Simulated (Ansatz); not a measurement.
`O`, charge 0, multiplicity 1.

Task: Give a relaxed structure at PBE0-D4/def2-TZVP (the Gaussian-basis code of Ansatz). (An estimate is asked.)

Result: Ansatz gave: 
Z-matrix (Å, degrees):
```
O
H 1 0.960
H 1 0.960 2 105.1
```
Point group C2v.
